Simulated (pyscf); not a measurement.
Structures and frequencies: ωB97X-D3(BJ)/def2-SVP in PySCF.

Task: How much does it cost (ΔH, 298 K, ωB97M-D3(BJ)/def2-TZVP) to split `[F][WH]([F])([F])([F])[SeH]` at its H–Se bond into [F–WH(F)(F)(F)–Se]• + H•?

Result: H–Se to [F–WH(F)(F)(F)–Se]• + H•: 3.66 eV. The 7 functionals that were run give +3.59 (M06-2X) to +3.71 eV (ωB97X-D3(BJ)). The radicals are drawn with the spin at the cut bond; how far it spreads was not checked. [F–WH(F)(F)(F)–Se]• may be a fragile minimum: a first optimisation, from another start, lost the drawn bonds. [F–WH(F)(F)(F)–Se]• lies 1.86 eV over its isomer [F–W(F)(F)(F)–SeH]•, and others may lie lower still (electronic energy, ωB97M-D3(BJ)). Open-shell species with a d-block atom are single-reference here; other states, and whether the spin sits on metal or ligand, were not checked. Elements up to Kr have no core potential and no relativistic terms here. Elements past Kr carry the def2 core potentials, without spin-orbit coupling.
